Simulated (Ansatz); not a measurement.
## Ga₂HCl (H-bridged), singlet: the ladder up to RCCSDT(Q)

Geometry: displaced at random from a stationary point.

```xyz
4

Cl    0.0996    0.4085    2.6770
Ga   -0.0638   -0.3689    0.6438
Ga    0.0116    0.1440   -1.9971
H     0.1077    1.1896   -0.5472
```

Basis cc-pVDZ; Ansatz 0.2.0. Only valence electrons are correlated (noble-gas cores and the filled d shells of p-block atoms frozen), which leaves 14 electrons in 44 orbitals. R marks a restricted (for open shells ROHF) determinant. Active spaces: frontier = (8e, 8o) about the gap. No spin–orbit coupling is included, and no scalar relativity.

Full CI isn't at hand for all of this; RCCSDT(Q) serves as the reference, and is uncertain by about the last step of the cluster series.

* UHF ⟨S²⟩: 0.000
* T1 diagnostic (RCCSD): 0.0147
* largest doubles amplitude (RCCSD): 0.080

```
   level  E − E(RHF) (eV)
    RMP2          -6.5397
   RCCSD          -7.5779
RCCSD(T)          -7.7900
```

Q: Estimate how far RCCSDT(Q) in cc-pVDZ lies from RCCSD(T). The table doesn't fix it; the size of (T) and the diagnostics are the guide.

A: RCCSDT(Q) in cc-pVDZ lies 1.18 kcal/mol below RCCSD(T), which is 24 % of the (T) step (-4.89 kcal/mol). The diagnostics are small and the rest is a small part of (T), but (T) is large here. The miss exceeds 1 kcal/mol.

The other levels:

| level | E − E(RCCSDT(Q)) (kcal/mol) | share of correlation (%) | wall time |
| --- | --- | --- | --- |
| BCCD(T) | 1.14 | 99.37 | 9 s |
| RCCSDT | 0.43 | 99.76 | – |
| CASSCF (frontier space) | 146.13 | 19.19 | – |
| NEVPT2 (frontier space) | 25.64 | 85.82 | 2.3 min |
| MRCISD (frontier space) | 15.65 | 91.34 | – |
| MRCISD+Q (frontier space) | 2.10 | 98.84 | 2.6 min |

The correlation energy at RCCSDT(Q), counted from RHF, is -7.841 eV. That run took 87 s on 1 thread of Intel Xeon, shared host.

Times hold each run's SCF and search for its determinant on a shared host, so for small cases they say little of a method's own cost; they ran on 1 thread of Intel Xeon.
